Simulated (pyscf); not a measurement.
## Four-centre exchange: `[OH][SiH]([OH])[OH]` + `[FH]` → `[OH2]` + `[OH][SiH]([OH])[F]`

Gas phase, singlet surface, charge 0. Bonds broken: O1–Si2, F9–H10. Bonds formed: O1–H10, Si2–F9. Single points on ωB97X-D3(BJ)/def2-SVP structures (PySCF, gas phase).

Transition state (Å):

```xyz
10

O     -0.6447    -0.5135     0.9995
Si    -0.7913     0.6137    -0.4502
O      0.0883     0.0554    -1.7364
O     -2.3391     0.1592    -0.8851
H     -1.3468    -0.4855     1.6626
H     -1.0424     2.0141    -0.0787
H      1.0367     0.1491    -1.5878
H     -2.3827    -0.6177    -1.4536
F      0.9614     0.8571     0.4736
H      0.3102     0.0267     1.1654
```

One imaginary mode, 571i cm⁻¹; descent along it reached the two sides named, in the forms told below.

```csv
bond,change,reactant side (Å),saddle,product side
O1–Si2,breaks,1.696,1.842,2.7
F9–H10,breaks,0.950,1.262,3.6
O1–H10,forms,1.648,1.110,0.963
Si2–F9,forms,3.3,1.996,1.622
```

Electronic energies relative to the separated reactants (kcal/mol):

```json
[
 {"level": "ωB97X-D3(BJ)/def2-TZVP", "barrier": "12.1", "reaction energy": "-10.3", "reverse barrier": "22.4"},
 {"level": "PBE/def2-TZVP", "barrier": "8.2", "reaction energy": "-10.9", "reverse barrier": "19.0"},
 {"level": "r²SCAN/def2-TZVP", "barrier": "9.1", "reaction energy": "-11.0", "reverse barrier": "20.1"},
 {"level": "B3LYP-D3(BJ)/def2-TZVP", "barrier": "12.3", "reaction energy": "-10.9", "reverse barrier": "23.1"},
 {"level": "PBE0-D3(BJ)/def2-TZVP", "barrier": "10.4", "reaction energy": "-10.1", "reverse barrier": "20.5"},
 {"level": "M06-2X/def2-TZVP", "barrier": "12.0", "reaction energy": "-10.1", "reverse barrier": "22.1"},
 {"level": "ωB97M-D3(BJ)/def2-TZVP", "barrier": "11.6", "reaction energy": "-10.6", "reverse barrier": "22.2"},
 {"level": "HF/def2-TZVP", "barrier": "28.2", "reaction energy": "-11.5", "reverse barrier": "39.7"}
]
```

With ωB97M-D3(BJ)/def2-TZVP energies and thermal terms (ideal gas, 1 atm, RRHO with modes under 100 cm⁻¹ raised to 100, one conformer, R ln 2 for chiral ones without a mode under 150 cm⁻¹), in kcal/mol:

```tsv
T (K)	ΔH‡	ΔG‡	ΔH	ΔG
298	11.7	23.3	-10.2	-10.7
600	11.0	35.3	-10.7	-11.1
900	10.9	47.5	-11.1	-11.2
1200	11.2	59.7	-11.6	-11.2
```

On the reactant side the descent ends in a bound adduct, 10.9 kcal/mol under the separated species and 23.0 kcal/mol under the saddle at ωB97X-D3(BJ)/def2-TZVP. This is the saddle that the search found; another between the same sides may lie lower.
